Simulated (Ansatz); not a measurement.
# SiH radical: one species, many methods

One table from this session's results is given with a row withheld; the runs are named, their logs left out.

The runs use Ansatz 0.2.0, Gaussian basis; functionals in def2-TZVPP, the program's frozen cores in correlated methods.

The runs, in order: LDA (SPW92), PBE-D4, revPBE-D4, BLYP-D4, r2SCAN-D4, B97M-V, PBE0-D4, B3LYP-D4, r2SCANh-D4, r2SCAN0-D4, HSE06-D4, BHLYP-D4, CAM-B3LYP-D4, LC-ωPBE, ωB97X-V, ωB97M-V, B2PLYP, PBE-QIDH; CCSD(T)/def2-SVP; CCSD(T)/def2-TZVPP; CCSD(T)/def2-QZVPP; extrapolation to the limit; RPA on PBE.

## Structure used throughout

All runs share one geometry, relaxed beforehand with PBE0-D4 in a triple-zeta def2 set.

SMILES `[SiH]`, 2 atoms, charge 0, spin multiplicity 2.

Atoms are counted from 1 here; the program's logs count them from 0.

Bond lengths: Si1–H2 1.532 Å.

Set-up of the first run:

The input, in.yaml:

```yaml
crystal:
  periodic: [false, false, false]
  atoms:
    - {symbol: Si, position_ang: [0.000000, -0.000000, -0.007565]}
    - {symbol: H, position_ang: [-0.000000, 0.000000, 1.524125]}
basis:
  gaussian: {orbitals: def2-TZVPP}
magnetization: {spin_polarized: true, initial_magnetization: 1}
hamiltonian: {xc: lda}
output: {orbitals: {seedname: orbitals}}
```

Command:

```
$ ansatz run in.yaml --threads 2 --pin off --events-out ev --progress --plain --max-ram 32768MiB --backend cpu
```

Steps of the session up to this table: LDA; PBE-D4 (GGA); revPBE-D4 (GGA); BLYP-D4 (GGA); r2SCAN-D4 (meta-GGA); B97M-V (meta-GGA); B3LYP-D4 (hybrid); r2SCANh-D4 (hybrid); r2SCAN0-D4 (hybrid); HSE06-D4 (hybrid); BHLYP-D4 (hybrid); CAM-B3LYP-D4 (range-separated); LC-ωPBE (range-separated); ωB97X-V (range-separated); ωB97M-V (range-separated); B2PLYP (double hybrid); PBE-QIDH (double hybrid).

One table of the session follows, with a row left open; its other results are not shown here.

It belongs to the step «Frontier levels by functional». 

| functional | HOMO (eV) | LUMO (eV) | gap (eV) |
| --- | --- | --- | --- |
| LDA (SPW92) | -4.43 | -4.41 | 0.02 |
| PBE-D4 | ? | ? | ? |
| revPBE-D4 | -4.49 | -4.12 | 0.37 |
| BLYP-D4 | -4.23 | -3.98 | 0.25 |
| r2SCAN-D4 | -4.83 | -3.99 | 0.84 |
| B97M-V | -4.47 | -4.06 | 0.41 |
| PBE0-D4 | -5.53 | -3.26 | 2.27 |
| B3LYP-D4 | -5.20 | -3.40 | 1.80 |
| r2SCANh-D4 | -5.21 | -3.65 | 1.56 |
| r2SCAN0-D4 | -5.77 | -3.14 | 2.63 |
| HSE06-D4 | -5.13 | -3.64 | 1.49 |
| BHLYP-D4 | -6.29 | -2.18 | 4.12 |
| CAM-B3LYP-D4 | -6.65 | -2.04 | 4.60 |
| LC-ωPBE | -8.14 | -0.94 | 7.20 |
| ωB97X-V | -7.58 | -0.99 | 6.59 |
| ωB97M-V | -7.12 | -1.18 | 5.94 |

Q: Estimate the row for PBE-D4 from the others.

As computed: HOMO (eV): -4.49; LUMO (eV): -4.19; gap (eV): 0.30.
